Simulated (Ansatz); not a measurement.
Geometry optimisation, Ansatz 0.2.0, UKS r2SCAN-D4/6-31G*.

Input:

```yaml
crystal:
  periodic: [false, false, false]
  atoms:
    - { symbol: Al, position_ang: [0.008228, 0.0, -0.0821] }
    - { symbol: F, position_ang: [0.023928, 0.0, 1.587553] }
    - { symbol: F, position_ang: [1.443764, 0.0, -0.887715] }
    - { symbol: H, position_ang: [-1.35636, 0.0, -0.853655] }
    - { symbol: H, position_ang: [-0.007061, 0.0, 3.710917] }
magnetization:
  spin_polarized: true
  initial_magnetization: 1
basis:
  gaussian: { orbitals: "6-31G*" }
hamiltonian:
  xc: r2scan
  dispersion: d4
relax:
  f_tol: 0.03
  max_steps: 50
```

Command:

```bash
$ ansatz run input.yaml --threads 1 --pin off --max-ram 2048MiB --backend cpu --events-out ev --progress --plain --runs-dir out
```

Question: Where does it end, and by what steps?

Answer: The forces met the threshold. The force dipped under the threshold on the way, but the program's further checks kept it going. After 6 steps the energy has fallen by 0.067 eV; H5 moved furthest, 0.60 Å.

```json
{"step": "0", "energy less start (eV)": "0.0000", "largest force component (eV/Å)": "0.850", "accepted": "yes"}
{"step": "1", "energy less start (eV)": "-0.0246", "largest force component (eV/Å)": "0.549", "accepted": "yes"}
{"step": "2", "energy less start (eV)": "-0.0553", "largest force component (eV/Å)": "0.070", "accepted": "yes"}
{"step": "3", "energy less start (eV)": "-0.0630", "largest force component (eV/Å)": "0.046", "accepted": "yes"}
{"step": "4", "energy less start (eV)": "-0.0662", "largest force component (eV/Å)": "0.021", "accepted": "yes"}
{"step": "5", "energy less start (eV)": "-0.0669", "largest force component (eV/Å)": "0.014", "accepted": "yes"}
{"step": "6", "energy less start (eV)": "-0.0671", "largest force component (eV/Å)": "0.007", "accepted": "yes"}
```

```xyz
5
Properties=species:S:1:pos:R:3
Al -0.004 0.000 -0.227
F 0.017 0.000 1.419
F 1.446 0.000 -1.008
H -1.356 0.000 -1.022
H 0.009 0.000 4.313
```

Whether the end is a true minimum wasn't checked by a vibrational analysis.

Time of the run: 35 s on 1 thread of Arm Neoverse V1, with other jobs on the host, peak memory 0.16 GiB.
